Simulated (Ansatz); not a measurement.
# BNHS (doublet): RPA-PBE over a scan of the angle N2–B1–H4, cc-pVDZ

Aim: run BNHS (doublet) with these functionals over a scan of the angle N2–B1–H4, and hold them against the top wave-function level at the same points.

Method: cc-pVDZ, all electrons in the functionals, frozen cores in the correlation of double hybrids and RPA; program: Ansatz 0.2.0, Gaussian basis.

To be run: RPA-PBE, at 71.2°; 91.1°; 105.9°; 121.9°; 138.8°; 154.5°; 180.0°.

12 further runs of the same task are left out: 1 for a mislabelled method, 9 that didn't finish, 2 set aside as unsound or not needed.

### 1 The geometry

The geometry derives from a PBE0/def2-TZVP stationary point (not a proven minimum). One angle is set to the value named; bond lengths are kept.

4 atoms, charge 0, spin multiplicity 2.

Atoms are counted from 1 here; the program's logs count them from 0.

Bond lengths: B1–N2 1.256 Å, B1–H4 1.170 Å, N2–S3 1.585 Å. Angles: N2–B1–H4 180.0°, B1–N2–S3 180.0°.

Geometry (Å):

```xyz
4
charge 0, multiplicity 2
B     0.0000    0.0000    0.7317
N     0.0000    0.0000   -0.5240
S     0.0000    0.0000   -2.1092
H     0.0000    0.0000    1.9015
```

No dispersion term is added.

The geometry shown and the zero of energy belong to the point 180.0°. The yardstick, UCCSDT(Q), and other wave-function levels (R restricted, U unrestricted, valence and pair active spaces) come from earlier runs.

### 2 RPA-PBE, 71.2°

The input, in.yaml:

```yaml
crystal:
  periodic: [false, false, false]
  atoms:
    - {symbol: B, position_ang: [-1.543045, 0.000000, 1.080999]}
    - {symbol: N, position_ang: [-0.522034, 0.000000, 0.350027]}
    - {symbol: S, position_ang: [0.766893, 0.000000, -0.572754]}
    - {symbol: H, position_ang: [-0.591880, 0.000000, 1.761966]}
basis:
  gaussian: {orbitals: cc-pVDZ}
magnetization: {spin_polarized: true, initial_magnetization: 1}
hamiltonian: {xc: {name: PBE}}
correlation: {method: rpa, electrons: outside_noble_gas}
```

Launch:

```console
> ansatz run in.yaml --threads 1 --pin off --events-out ev --progress --plain --max-ram 2393MiB
```

What it wrote:

```text
Functional definition: PBE
  name "PBE"
  cite "Perdew, Burke & Ernzerhof, Phys. Rev. Lett. 77, 3865 (1996) doi:10.1103/PhysRevLett.77.3865"
  parent pbe
  parameter kappa = 0.804
  parameter beta = 0.06672455060314922
  exchange = pbe_x(kappa = kappa, mu = beta*pi^2/3)
  correlation = pbe_c(beta = beta)
507 factors; integrals over basis functions are off by at most 1.6e-3 eV
mean field evaluation 1: about -12997.5094 eV, gradient 4.2e1 eV
mean field evaluation 2: about -12997.5072 eV, gradient 4.2e1 eV
mean field evaluation 4: about -13005.3591 eV, gradient 1.4e1 eV
mean field evaluation 8: about -13005.7946 eV, gradient 8.6e0 eV
mean field evaluation 16: about -13006.4092 eV, gradient 7.5e-1 eV
mean field evaluation 32: about -12997.5094 eV, gradient 4.2e1 eV
mean field evaluation 64: about -13006.4707 eV, gradient 1.0e0 eV
mean field evaluation 96: about -13006.4338 eV, gradient 1.9e-1 eV
mean field evaluation 128: about -12988.9802 eV, gradient 2.3e1 eV
mean field -13006.48665669 eV, -477.9795685200 hartree, gradient 2.1e-6 eV, S^2 0.762185; 9 other end points of the search recorded, 0 dependent functions left out
7 core orbitals not correlated: weight in the atoms' cores, before any rotation towards them, 1.000 or more for the frozen orbitals, at most 0.000 for the correlated occupied ones
reference -12981.11340946 eV, -477.0471188831 hartree; 8, 7 occupied and 36, 37 virtual orbitals, 507 factors
Total energy: -12997.59525575 eV, -477.6528155623 hartree
```

Wall time 17 s (1 thread of Arm Neoverse N1, shared host).

From the report: ⟨S²⟩ of the determinant 0.762 (pure doublet: 0.75).

### 3 RPA-PBE, 91.1°

The input, in.yaml:

```yaml
crystal:
  periodic: [false, false, false]
  atoms:
    - {symbol: B, position_ang: [-1.328954, 0.000000, 1.325637]}
    - {symbol: N, position_ang: [-0.449604, 0.000000, 0.429241]}
    - {symbol: S, position_ang: [0.660490, 0.000000, -0.702373]}
    - {symbol: H, position_ang: [-0.509759, 0.000000, 2.160713]}
basis:
  gaussian: {orbitals: cc-pVDZ}
magnetization: {spin_polarized: true, initial_magnetization: 1}
hamiltonian: {xc: {name: PBE}}
correlation: {method: rpa, electrons: outside_noble_gas}
```

Launched as before.

What it wrote (excerpt; [...] marks lines left out):

```text
Functional definition: PBE
  name "PBE"
  cite "Perdew, Burke & Ernzerhof, Phys. Rev. Lett. 77, 3865 (1996) doi:10.1103/PhysRevLett.77.3865"
  parent pbe
[...]
505 factors; integrals over basis functions are off by at most 1.3e-3 eV
[...]
mean field -13007.44551106 eV, -478.0148057681 hartree, gradient 2.3e-6 eV, S^2 0.752337; 8 other end points of the search recorded, 0 dependent functions left out
7 core orbitals not correlated: weight in the atoms' cores, before any rotation towards them, 1.000 or more for the frozen orbitals, at most 0.000 for the correlated occupied ones
reference -12982.27433083 eV, -477.0897819565 hartree; 8, 7 occupied and 36, 37 virtual orbitals, 505 factors
Total energy: -12998.62293297 eV, -477.6905820037 hartree
```

Run time: 11 s. Hardware: 1 thread of Arm Neoverse N1, shared host.

From the report: ⟨S²⟩ of the determinant 0.752 (pure doublet: 0.75).

### 4 RPA-PBE, 105.9°

The input, in.yaml:

```yaml
crystal:
  periodic: [false, false, false]
  atoms:
    - {symbol: B, position_ang: [-1.143404, 0.000000, 1.482086]}
    - {symbol: N, position_ang: [-0.386830, 0.000000, 0.479899]}
    - {symbol: S, position_ang: [0.568271, 0.000000, -0.785265]}
    - {symbol: H, position_ang: [-0.438586, 0.000000, 2.415715]}
basis:
  gaussian: {orbitals: cc-pVDZ}
magnetization: {spin_polarized: true, initial_magnetization: 1}
hamiltonian: {xc: {name: PBE}}
correlation: {method: rpa, electrons: outside_noble_gas}
```

Launched as before.

What it wrote (excerpt; [...] marks lines left out):

```text
Functional definition: PBE
  name "PBE"
  cite "Perdew, Burke & Ernzerhof, Phys. Rev. Lett. 77, 3865 (1996) doi:10.1103/PhysRevLett.77.3865"
  parent pbe
[...]
505 factors; integrals over basis functions are off by at most 1.0e-3 eV
[...]
mean field -13008.04170743 eV, -478.0367155807 hartree, gradient 8.6e-6 eV, S^2 0.752258; 8 other end points of the search recorded, 0 dependent functions left out
7 core orbitals not correlated: weight in the atoms' cores, before any rotation towards them, 1.000 or more for the frozen orbitals, at most 0.000 for the correlated occupied ones
reference -12983.01339676 eV, -477.1169421283 hartree; 8, 7 occupied and 36, 37 virtual orbitals, 505 factors
Total energy: -12999.25058094 eV, -477.7136476412 hartree
```

Wall time 11 s (1 thread of Arm Neoverse N1, shared host).

From the report: ⟨S²⟩ of the determinant 0.752 (pure doublet: 0.75).

### 5 RPA-PBE, 121.9°

The input, in.yaml:

```yaml
crystal:
  periodic: [false, false, false]
  atoms:
    - {symbol: B, position_ang: [-0.921485, 0.000000, 1.623377]}
    - {symbol: N, position_ang: [-0.311752, 0.000000, 0.525649]}
    - {symbol: S, position_ang: [0.457978, 0.000000, -0.860127]}
    - {symbol: H, position_ang: [-0.353463, 0.000000, 2.646012]}
basis:
  gaussian: {orbitals: cc-pVDZ}
magnetization: {spin_polarized: true, initial_magnetization: 1}
hamiltonian: {xc: {name: PBE}}
correlation: {method: rpa, electrons: outside_noble_gas}
```

The command is unchanged.

What it wrote (excerpt; [...] marks lines left out):

```text
Functional definition: PBE
  name "PBE"
  cite "Perdew, Burke & Ernzerhof, Phys. Rev. Lett. 77, 3865 (1996) doi:10.1103/PhysRevLett.77.3865"
  parent pbe
[...]
505 factors; integrals over basis functions are off by at most 9.0e-4 eV
[...]
mean field -13008.52063747 eV, -478.0543159351 hartree, gradient 8.1e-6 eV, S^2 0.752158; 6 other end points of the search recorded, 0 dependent functions left out
7 core orbitals not correlated: weight in the atoms' cores, before any rotation towards them, 1.000 or more for the frozen orbitals, at most 0.000 for the correlated occupied ones
reference -12983.69935721 eV, -477.1421507101 hartree; 8, 7 occupied and 36, 37 virtual orbitals, 505 factors
Total energy: -12999.75779358 eV, -477.7322873619 hartree
```

Wall time 10 s (1 thread of Arm Neoverse N1, shared host).

From the report: ⟨S²⟩ of the determinant 0.752 (pure doublet: 0.75).

### 6 RPA-PBE, 138.8°

The input, in.yaml:

```yaml
crystal:
  periodic: [false, false, false]
  atoms:
    - {symbol: B, position_ang: [-0.463235, 0.000000, 0.684915]}
    - {symbol: N, position_ang: [-0.021427, 0.000000, -0.490495]}
    - {symbol: S, position_ang: [0.536312, 0.000000, -1.974337]}
    - {symbol: H, position_ang: [-0.051650, 0.000000, 1.779917]}
basis:
  gaussian: {orbitals: cc-pVDZ}
magnetization: {spin_polarized: true, initial_magnetization: 1}
hamiltonian: {xc: {name: PBE}}
correlation: {method: rpa, electrons: outside_noble_gas}
```

The command is unchanged.

What it wrote (excerpt; [...] marks lines left out):

```text
Functional definition: PBE
  name "PBE"
  cite "Perdew, Burke & Ernzerhof, Phys. Rev. Lett. 77, 3865 (1996) doi:10.1103/PhysRevLett.77.3865"
  parent pbe
[...]
505 factors; integrals over basis functions are off by at most 9.7e-4 eV
[...]
mean field -13008.86736176 eV, -478.0670578177 hartree, gradient 9.8e-6 eV, S^2 0.752165; 6 other end points of the search recorded, 0 dependent functions left out
7 core orbitals not correlated: weight in the atoms' cores, before any rotation towards them, 1.000 or more for the frozen orbitals, at most 0.000 for the correlated occupied ones
reference -12984.26569518 eV, -477.1629632466 hartree; 8, 7 occupied and 36, 37 virtual orbitals, 505 factors
Total energy: -13000.12378806 eV, -477.7457374107 hartree
```

It took 11 s on 1 thread of Arm Neoverse N1, shared host.

From the report: ⟨S²⟩ of the determinant 0.752 (pure doublet: 0.75).

### 7 RPA-PBE, 154.5°

The input, in.yaml:

```yaml
crystal:
  periodic: [false, false, false]
  atoms:
    - {symbol: B, position_ang: [-0.290570, 0.000000, 0.713658]}
    - {symbol: N, position_ang: [-0.013440, 0.000000, -0.511079]}
    - {symbol: S, position_ang: [0.336409, 0.000000, -2.057192]}
    - {symbol: H, position_ang: [-0.032398, 0.000000, 1.854613]}
basis:
  gaussian: {orbitals: cc-pVDZ}
magnetization: {spin_polarized: true, initial_magnetization: 1}
hamiltonian: {xc: {name: PBE}}
correlation: {method: rpa, electrons: outside_noble_gas}
```

Launched as before.

What it wrote (excerpt; [...] marks lines left out):

```text
Functional definition: PBE
  name "PBE"
  cite "Perdew, Burke & Ernzerhof, Phys. Rev. Lett. 77, 3865 (1996) doi:10.1103/PhysRevLett.77.3865"
  parent pbe
[...]
505 factors; integrals over basis functions are off by at most 1.1e-3 eV
[...]
mean field -13009.07080804 eV, -478.0745343304 hartree, gradient 6.3e-6 eV, S^2 0.752239; 6 other end points of the search recorded, 0 dependent functions left out
7 core orbitals not correlated: weight in the atoms' cores, before any rotation towards them, 1.000 or more for the frozen orbitals, at most 0.000 for the correlated occupied ones
reference -12984.63528519 eV, -477.1765454289 hartree; 8, 7 occupied and 36, 37 virtual orbitals, 505 factors
Total energy: -13000.33769751 eV, -477.7535984381 hartree
```

It took 12 s on 1 thread of Arm Neoverse N1, shared host.

From the report: ⟨S²⟩ of the determinant 0.752 (pure doublet: 0.75).

### 8 RPA-PBE, 180.0°

The input, in.yaml:

```yaml
crystal:
  periodic: [false, false, false]
  atoms:
    - {symbol: B, position_ang: [0.000000, 0.000000, 0.731700]}
    - {symbol: N, position_ang: [0.000000, 0.000000, -0.524000]}
    - {symbol: S, position_ang: [0.000000, 0.000000, -2.109200]}
    - {symbol: H, position_ang: [0.000000, 0.000000, 1.901500]}
basis:
  gaussian: {orbitals: cc-pVDZ}
magnetization: {spin_polarized: true, initial_magnetization: 1}
hamiltonian: {xc: {name: PBE}}
correlation: {method: rpa, electrons: outside_noble_gas}
```

Same command.

What it wrote (excerpt; [...] marks lines left out):

```text
Functional definition: PBE
  name "PBE"
  cite "Perdew, Burke & Ernzerhof, Phys. Rev. Lett. 77, 3865 (1996) doi:10.1103/PhysRevLett.77.3865"
  parent pbe
[...]
505 factors; integrals over basis functions are off by at most 1.3e-3 eV
[...]
mean field -13009.19332666 eV, -478.0790368068 hartree, gradient 8.7e-6 eV, S^2 0.752315; 2 other end points of the search recorded, 0 dependent functions left out
7 core orbitals not correlated: weight in the atoms' cores, before any rotation towards them, 1.000 or more for the frozen orbitals, at most 0.000 for the correlated occupied ones
reference -12984.87391857 eV, -477.1853150437 hartree; 8, 7 occupied and 36, 37 virtual orbitals, 505 factors
Total energy: -13000.46676584 eV, -477.7583416119 hartree
```

Wall time 4.4 s (1 thread of Arm Neoverse N1, shared host).

From the report: ⟨S²⟩ of the determinant 0.752 (pure doublet: 0.75).

### 9 Against the wave-function levels

The yardstick is UCCSDT(Q), where the cluster series has nearly closed. It comes from earlier runs at the same points. Energies in kcal/mol, counted from 180.0°; blanks weren't run or aren't comparable.

```tsv
level	71.2°	91.1°	105.9°	121.9°	138.8°	154.5°	180.0°
UCCSDT(Q)	67.0	43.4	28.7	16.9	8.3	3.1	0.0
RPA-PBE	66.2	42.5	28.0	16.3	7.9	3.0	0.0
```

Largest miss and mean time a point (UCCSDT(Q) took 2.6 min a point; shared hosts):

```tsv
level	largest miss (kcal/mol)	where	time a point
RPA-PBE	-0.9	91.1°	11 s
```

### 10 Outcome

| quantity | value |
| --- | --- |
| span of the UCCSDT(Q) curve | 67.0 kcal/mol |
| largest miss, RPA-PBE | -0.9 kcal/mol (91.1°) |

In words: RPA-PBE strays by up to 0.9 kcal/mol, at 91.1°. Functionals and the yardstick converge differently with the basis, so part of each miss in cc-pVDZ is the basis.
